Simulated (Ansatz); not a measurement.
Results of HSE06 (PAW; Ansatz, an electronic-structure program) for bcc Na.

Numerical settings: plane-wave cutoff 460 eV, 10×10×10 k mesh, Fermi–Dirac smearing 0.05 eV, scalar-relativistic PAW data made under PBE.

Pressure at four volumes; x = ln(V/37.637 Å³). One pressure is withheld.

| V (Å³/atom) | x | P (GPa) |
|---|---|---|
| 35.755 | -0.0513 | ? |
| 36.558 | -0.0291 | 0.250 |
| 37.637 | 0.0000 | 0.018 |
| 39.519 | 0.0488 | -0.321 |

Q: Pass a parabola P(x) through the three rows shown, estimate the bulk modulus and its pressure derivative near zero pressure, and predict the withheld pressure.

A: Slopes between the rows: (0.018 − (0.250))/(0.0000 − (-0.0291)) = -7.97 and (-0.321 − (0.018))/(0.0488 − (0.0000)) = -6.95 GPa. Their difference over the span 0.0779 is c = 1.02/0.0779 = 13.1 GPa, so P(x) = 0.250 + (-7.97)(x − (-0.0291)) + 13.1 (x − (-0.0291))(x − (0.0000)). At the middle row B = −dP/dx = −[-7.97 + 13.1 × 0.0291] = 7.6 GPa, and B′ = dB/dP = 2c/B = 3.4. At x = -0.0513 the parabola gives 0.442 GPa; the run gives 0.445 GPa. The Birch–Murnaghan fit to the energies at all volumes has B0 = 7.5 GPa and B′ = 3.7.

Measured, for comparison: bulk modulus 7.9 GPa (0 K value with the zero-point phonon effect removed, sources range from 7.6 to 7.9; as tabulated in Mejia-Rodriguez and Trickey (2018), arXiv:1807.09216). Computed less measured: bulk modulus -5 % (-1.3 % to -5 % over the range).
